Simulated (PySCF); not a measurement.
## How the method moves the HOMO and LUMO of `C#C/C(F)=C/C`

Compound: C5H5F.
Cartesian coordinates in Å at the PBE0-D3(BJ)/def2-SVP level; atoms count from 1:
```xyz
11
C5H5F angstrom
C      3.024    0.475    0.206
C      1.838    0.317    0.409
C      0.447    0.132    0.653
F      0.094    0.247    1.942
C     -0.473   -0.135   -0.283
C     -1.923   -0.326   -0.013
H      4.073    0.613    0.023
H     -0.108   -0.214   -1.310
H     -2.255   -1.326   -0.335
H     -2.151   -0.212    1.055
H     -2.527    0.404   -0.578
```

Basis pcSseg-2 throughout (PySCF), one geometry. Isolated species at its PBE0-D3(BJ)/def2-SVP geometry, gas phase.

Q: How do the orbital energies, the gap and the dipole change with the method?

A: 
```json
{"method": "BLYP", "kind": "GGA", "HOMO (eV)": "-5.72", "LUMO (eV)": "-1.64", "gap (eV)": "4.08", "μ (D)": "1.50", "SCF cycles": "17"}
{"method": "B97-D", "kind": "GGA", "HOMO (eV)": "-5.80", "LUMO (eV)": "-1.68", "gap (eV)": "4.13", "μ (D)": "1.49", "SCF cycles": "17"}
{"method": "OPBE", "kind": "GGA", "HOMO (eV)": "-5.83", "LUMO (eV)": "-1.68", "gap (eV)": "4.14", "μ (D)": "1.44", "SCF cycles": "18"}
{"method": "PBE", "kind": "GGA", "HOMO (eV)": "-5.86", "LUMO (eV)": "-1.77", "gap (eV)": "4.09", "μ (D)": "1.48", "SCF cycles": "17"}
{"method": "KT2", "kind": "GGA", "HOMO (eV)": "-5.86", "LUMO (eV)": "-1.75", "gap (eV)": "4.12", "μ (D)": "1.50", "SCF cycles": "16"}
{"method": "KT3", "kind": "GGA", "HOMO (eV)": "-5.88", "LUMO (eV)": "-1.74", "gap (eV)": "4.14", "μ (D)": "1.48", "SCF cycles": "16"}
{"method": "BP86", "kind": "GGA", "HOMO (eV)": "-5.95", "LUMO (eV)": "-1.85", "gap (eV)": "4.09", "μ (D)": "1.49", "SCF cycles": "17"}
{"method": "LDA", "kind": "LDA", "HOMO (eV)": "-6.04", "LUMO (eV)": "-1.99", "gap (eV)": "4.05", "μ (D)": "1.57", "SCF cycles": "16"}
{"method": "B97-2", "kind": "global hybrid", "HOMO (eV)": "-6.70", "LUMO (eV)": "-0.91", "gap (eV)": "5.78", "μ (D)": "1.58", "SCF cycles": "14"}
{"method": "B3LYP", "kind": "global hybrid", "HOMO (eV)": "-6.75", "LUMO (eV)": "-1.09", "gap (eV)": "5.66", "μ (D)": "1.60", "SCF cycles": "14"}
{"method": "PBE0", "kind": "global hybrid", "HOMO (eV)": "-6.95", "LUMO (eV)": "-0.87", "gap (eV)": "6.07", "μ (D)": "1.60", "SCF cycles": "14"}
{"method": "mPW1PW91", "kind": "global hybrid", "HOMO (eV)": "-6.96", "LUMO (eV)": "-0.89", "gap (eV)": "6.08", "μ (D)": "1.60", "SCF cycles": "14"}
{"method": "BHandHLYP", "kind": "global hybrid", "HOMO (eV)": "-7.89", "LUMO (eV)": "0.16", "gap (eV)": "8.06", "μ (D)": "1.73", "SCF cycles": "13"}
{"method": "CAM-B3LYP", "kind": "range-separated hybrid", "HOMO (eV)": "-8.21", "LUMO (eV)": "0.22", "gap (eV)": "8.43", "μ (D)": "1.66", "SCF cycles": "13"}
{"method": "wB97X-D", "kind": "range-separated hybrid", "HOMO (eV)": "-8.71", "LUMO (eV)": "0.88", "gap (eV)": "9.59", "μ (D)": "1.61", "SCF cycles": "14"}
{"method": "HF", "kind": "Hartree–Fock", "HOMO (eV)": "-9.27", "LUMO (eV)": "2.60", "gap (eV)": "11.88", "μ (D)": "1.83", "SCF cycles": "13"}
{"method": "LC-wPBE", "kind": "range-separated hybrid", "HOMO (eV)": "-9.52", "LUMO (eV)": "1.32", "gap (eV)": "10.84", "μ (D)": "1.65", "SCF cycles": "13"}
```

The HOMO spans 3.81 eV, from BLYP down to LC-wPBE, and the gap runs from 4.05 eV (LDA) to 11.88 eV (HF). Over the methods BLYP (0 %), B97-D (0 %), OPBE (0 %), PBE (0 %), KT2 (0 %), KT3 (0 %), BP86 (0 %), LDA (0 %), B97-2 (21 %), B3LYP (20 %), PBE0 (25 %), mPW1PW91 (25 %), BHandHLYP (50 %), HF (100 %), a straight line through the gap against the share of exact exchange rises by 0.78 eV for each 10 % (correlation coefficient 1.000). The dipole ranges from 1.44 D (OPBE) to 1.83 D (HF). This basis has no diffuse functions.
